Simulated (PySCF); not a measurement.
Ionisation energies (eV) were calculated with PySCF 2.14 by PBE, UHF, MP2 (valence), in another order, as differences of total energies without spin-orbit coupling. The measured values are between term centres (NIST).

```json
{"species": "He (dyall-acv3z, non-relativistic)", "measured": "24.587", "A": "23.448", "B": "24.377", "C": "24.467"}
{"species": "Be (dyall-acv3z, non-relativistic)", "measured": "9.323", "A": "8.043", "B": "8.837", "C": "8.997"}
{"species": "O (dyall-acv3z, non-relativistic)", "measured": "13.608", "A": "12.020", "B": "13.337", "C": "14.058"}
{"species": "F (dyall-acv3z, non-relativistic)", "measured": "17.427", "A": "15.652", "B": "17.302", "C": "17.656"}
{"species": "Al⁺ (dyall-acv3z, non-relativistic)", "measured": "18.829", "A": "17.520", "B": "18.305", "C": "18.758"}
{"species": "Si (dyall-acv3z, non-relativistic)", "measured": "8.157", "A": "7.637", "B": "8.051", "C": "8.199"}
{"species": "Cl (dyall-acv3z, non-relativistic)", "measured": "12.974", "A": "11.764", "B": "12.770", "C": "12.971"}
{"species": "Cl⁺ (dyall-acv3z, non-relativistic)", "measured": "23.771", "A": "22.594", "B": "23.398", "C": "23.846"}
```

Question: Which column is which method?

Answer: A is UHF (mean error -1.25 eV); B is MP2 (valence) (mean error -0.29 eV); C is PBE (mean error 0.03 eV). Hartree-Fock lacks the correlation of the electron removed and comes out lowest. Valence MP2 in a finite basis recovers only part of the missing correlation, so it stays below experiment on average. PBE, with gradient corrections, lies close to experiment on average, with errors of both signs.
